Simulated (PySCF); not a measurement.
Na(Cl) cation (ClNa), SMILES [Na][Cl] (connectivity only; charge and spin as stated), charge +1, multiplicity 2.

Geometry: PBE0-D3(BJ)/def2-TZVPD. The multiplicity is an assumed one; other spin states were not compared.

Method: PBE0-D3(BJ)/def2-TZVPD (PySCF 2.14.0).

Frequencies are harmonic and unscaled.

```json
[
 {"mode": "1", "ν (cm⁻¹)": "149", "IR (km/mol)": "32.1", "moving atoms (share of kinetic energy)": "Na 61 %, Cl 39 %"}
]
```
